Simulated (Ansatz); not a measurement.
# BClH3N (SMILES NBCl): one structure at several levels

One table from this session's results is given with a row withheld; the runs are named, their logs left out.

Program: Ansatz 0.2.0, Gaussian basis. Level of theory: single points in def2-TZVPP. These are calculated values, not measurements.

Cores are frozen in the correlated methods.

**The system as given**

SMILES `NBCl`, 6 atoms, charge 0, spin multiplicity 1.

Atoms are counted from 1 here; the program's logs count them from 0.

Bond lengths: N1–B2 1.169 Å, N1–H4 1.098 Å, N1–H5 0.929 Å, B2–Cl3 1.817 Å, B2–H6 1.380 Å. Angles: B2–N1–H4 119.4°, B2–N1–H5 118.0°, H4–N1–H5 122.5°, N1–B2–Cl3 127.7°, N1–B2–H6 135.4°, Cl3–B2–H6 96.3°.

Coordinates:

```
atom    x (Å)    y (Å)    z (Å)
  N1  -0.4317  -0.0040  -0.6636
  B2   0.1945  -0.1906   0.3057
 Cl3   0.6257   1.0098   1.5993
  H4  -0.5151  -0.8023  -1.4134
  H5  -0.8051   0.8373  -0.7860
  H6   0.9762  -1.2207   0.7878
```

Set-up of the first run:

Contents of run/in.yaml:

```yaml
crystal:
  periodic: [false, false, false]
  atoms:
    - {symbol: N, position_ang: [-0.431700, -0.004000, -0.663600]}
    - {symbol: B, position_ang: [0.194500, -0.190600, 0.305700]}
    - {symbol: Cl, position_ang: [0.625700, 1.009800, 1.599300]}
    - {symbol: H, position_ang: [-0.515100, -0.802300, -1.413400]}
    - {symbol: H, position_ang: [-0.805100, 0.837300, -0.786000]}
    - {symbol: H, position_ang: [0.976200, -1.220700, 0.787800]}
basis:
  gaussian: {orbitals: def2-TZVPP}
correlation: {method: ccsd_t}
output: {forces: true}
```

Started as:

```bash
$ ansatz run in.yaml --threads 4 --pin off --events-out ev --progress --plain --max-ram 5222MiB
```

Among the steps run: CCSD(T)/def2-TZVPP; PBE0-D4/def2-TZVPP; wB97M-V/def2-TZVPP; r2SCAN-D4/def2-TZVPP; PBE-D4/def2-TZVPP; BLYP-D4/def2-TZVPP; wB97X-V/def2-TZVPP.

One of the session's tables, all rows but one given; the rest of the session is left out.

```
   method  RMS force component (eV/Å)  angle to CCSD(T) forces (°)  dipole (D)
  CCSD(T)                       6.618                    reference        3.96
  PBE0-D4                       6.390                          0.8        3.96
  wB97M-V                       6.436                          0.7        4.01
r2SCAN-D4                           ?                            ?           ?
   PBE-D4                       6.366                          1.6        3.85
  BLYP-D4                       6.303                          1.8        3.86
  wB97X-V                       6.537                          0.5        4.02
```

Estimate the missing values for r2SCAN-D4.

As computed: RMS force component (eV/Å): 6.387; angle to CCSD(T) forces (°): 0.7; dipole (D): 3.97. In the column «RMS force component (eV/Å)» it lies between PBE-D4 (6.366) and PBE0-D4 (6.390).
